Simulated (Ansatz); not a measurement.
Input for Ansatz (development build ahead of 0.2.0):

```yaml
crystal:
  periodic: [false, false, false]
  atoms:
    - { symbol: C, position_ang: [1.10545, 0.0, 0.0] }
    - { symbol: C, position_ang: [0.3416, 1.05135, 0.0] }
    - { symbol: C, position_ang: [-0.89433, 0.64977, 0.0] }
    - { symbol: C, position_ang: [-0.89433, -0.64977, 0.0] }
    - { symbol: C, position_ang: [0.3416, -1.05135, 0.0] }
    - { symbol: H, position_ang: [2.11358, 0.0, 0.0] }
    - { symbol: H, position_ang: [0.65313, 2.01013, 0.0] }
    - { symbol: H, position_ang: [-1.70992, 1.24233, 0.0] }
    - { symbol: H, position_ang: [-1.70992, -1.24233, 0.0] }
    - { symbol: H, position_ang: [0.65313, -2.01013, 0.0] }
basis:
  gaussian: { orbitals: def2-TZVP }
total_charge: -1
hamiltonian:
  xc: hf
```

The input is written out in the form of the current development build from the run's settings.

The run gave:

```json
{"Converged": "yes", "Total energy": "-192.18886 hartree", "Spin squared of the determinant": "0.000"}
```

Caution: no unrestricted run beside it, a lower state can exist; no diffuse functions for an anion.
